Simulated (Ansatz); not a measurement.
# C2H6, singlet: CASSCF and its corrections

Calculated in Ansatz's Gaussian-basis code; NEVPT3, NEVPT4(SD), MRCISD by development code. Basis aug-cc-pVTZ, nonrelativistic, 2 orbitals frozen in the corrections. State-specific CASSCF; RHF is the lowest restricted (open-shell) Hartree–Fock solution met. Letters tell apart solutions met in one space. No symmetry is imposed, so a solution can break that of the shape. No proof that the lowest CASSCF solution was found.

Geometry:

```xyz
8

C     0.0000    0.0000    0.7622
C     0.0000    0.0000   -0.7622
H     0.0000    1.0190    1.1572
H    -0.8824   -0.5095    1.1572
H     0.8824   -0.5095    1.1572
H     0.0000   -1.0190   -1.1572
H    -0.8824    0.5095   -1.1572
H     0.8824    0.5095   -1.1572
```

CASSCF less RHF, in eV, and natural occupations:

```
    CAS  CASSCF  occupations
(2,2) a  -0.435   1.98, 0.02
(2,2) b  -0.414   1.98, 0.02
```

What totals less RHF do the corrections give on each solution?



```csv
CAS,SC-NEVPT2,FIC-NEVPT2,NEVPT3,NEVPT4(SD),MRCISD
"(2,2) a",-10.134,-10.135,-10.929,-11.247,-10.146
"(2,2) b",-10.080,-10.082,-10.907,-11.246,-10.143
```

In CAS(2,2), is the solution lowest in CASSCF also lowest after SC-NEVPT2?

Yes: (2,2) a stays lowest, 0.05 eV under the next.

How do single-reference totals in the same basis and frozen core stand against SC-NEVPT2 in CAS(2,2) a?

CCSD(T) -1.288 eV. Coupled cluster stands on the determinant that it favours, which can lie over the RHF solution above, and is in doubt where the occupations are far from 0, 1 and 2.

Roughly how much CPU time does a whole run from the default start take (median of such runs, summed over threads; nearly all runs on one pinned thread of a shared server, mostly Xeon at 2.3 to 2.6 GHz, by a development driver)?

CAS(2,2) a: about 40 s. Other jobs ran beside these, and the count of passes differs.
